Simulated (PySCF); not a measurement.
**NaN−: bond curves at several levels of theory**

One job finds the state of NaN−, follows it along the bond with each method and fits the curves.

Method: Na aug-cc-pVDZ, N aug-cc-pVDZ, no relativity; program: PySCF 2.14.0.

4 further runs of the same task are left out: 4 set aside as unsound or not needed.

## Step 1: The job

The job is set up so:

| Item | Value |
| --- | --- |
| atoms | Na, N |
| charge | -1 |
| basis | Na aug-cc-pVDZ, N aug-cc-pVDZ |
| Hamiltonian | no relativity |
| basis functions | 50 |
| electrons treated | 19 |
| masses in u | 22.9898, 14.0031 |
| levels | PBE0, PBE, r²SCAN, MN15, BLYP, PW91, MP2, SCS-MP2 |
| grid | 80 radial by 434 angular points |
| occupations | held fixed by the projection of orbital angular momentum |
| dissociation limit | Na− + N, each in its ground configuration |
| starting distance in angstrom | 2.330 |
| values of 2S to try | 1, 3 |

Launch:

```
> OMP_NUM_THREADS=1 python dia.py task.json out
```

Further steps of the session: First curve: PBE0; PBE; r²SCAN; MN15 (hybrid meta-GGA); BLYP; PW91.

Before running it: what results should come out? Wanted: for each run, Re; ωe; De; μ.

As calculated:

Lowest PBE0 solution found, without spin–orbit coupling: ⁴Σ⁻ (quartet), unpaired electrons σ ↑, π ↑↑.

```tsv
level	Re (Å)	ωe (cm⁻¹)	De (eV)	μ (D)
ROHF-MP2	2.326	335	0.77	n/a
ROHF-SCS-MP2	2.329	332	0.72	n/a
PBE	2.358	305	1.42	4.33
PW91	2.354	307	1.46	4.16
BLYP	2.365	301	1.45	4.61
r²SCAN	2.361	303	1.18	4.51
PBE0	2.330	327	1.14	3.93
MN15	2.362	290.3	0.86	3.37
```

De is counted to Na− + N in their ground configurations. A positive dipole points from Na to N; in an ion it is taken about the centre of mass and does not tell which atom is negative.

**Reading.** Bond lengths run from 2.326 Å (ROHF-MP2) to 2.365 Å (BLYP). Among the levels with a De in the table, it runs from 0.72 eV (ROHF-SCS-MP2) to 1.46 eV (PW91).

Correlated steps freeze 2 core orbitals. With some functionals the highest level of the anion is positive, from self-interaction error or because the anion is truly unbound there; the finite basis then holds the extra electron, and no neutral molecule was run to test the binding.
